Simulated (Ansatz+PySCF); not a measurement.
The numbers below are computed, except where a source is named.
## Several solutions for singlet C₂H₂

```
atom   x (Å)   y (Å)    z (Å)
   C  0.0000  0.0000  -0.6526
   C  0.0000  0.0000   0.6526
   H  0.0000  0.0000  -1.8136
   H  0.0000  0.0000   1.8136
```

Basis set: def2-SVP (spherical functions). Charge 0, multiplicity 1.

UHF was run from several starts with Ansatz (development build ahead of 0.2.0) and PySCF 2.14.0.

```json
{"run": "A", "program": "Ansatz", "start": "stability test followed", "converged": "yes", "energy (hartree)": "-76.72998", "<S²>": "0.46"}
{"run": "B", "program": "Ansatz", "start": "search for the lowest state", "converged": "yes", "energy (hartree)": "-76.72998", "<S²>": "0.46"}
{"run": "C", "program": "PySCF", "start": "program defaults", "converged": "yes", "energy (hartree)": "-76.72576", "<S²>": "0.00"}
{"run": "D", "program": "Ansatz", "start": "atomic start, no search", "converged": "yes", "energy (hartree)": "-76.72575", "<S²>": "0.00"}
{"run": "E", "program": "PySCF", "start": "guess atom, instabilities followed", "converged": "yes", "energy (hartree)": "-76.72998", "<S²>": "0.46"}
{"run": "F", "program": "PySCF", "start": "guess minao, instabilities followed", "converged": "yes", "energy (hartree)": "-76.72998", "<S²>": "0.46"}
{"run": "G", "program": "PySCF", "start": "guess huckel, instabilities followed", "converged": "yes", "energy (hartree)": "-76.72998", "<S²>": "0.46"}
{"run": "H", "program": "PySCF", "start": "guess 1e, instabilities followed", "converged": "yes", "energy (hartree)": "-76.72998", "<S²>": "0.46"}
```

(1) Which runs reached the lowest solution of this kind, and what is wrong with the others?

Results:

(1) A, B, E, F, G, H reached the lowest solution found. Converged but too high: C by 0.11 eV, D by 0.11 eV. Convergence only shows a stationary point, and even a stable one can lie too high; stability tests and further starts are what find lower ones. Caution: the unrestricted determinant is spin contaminated. Caution: the determinant breaks the point group.
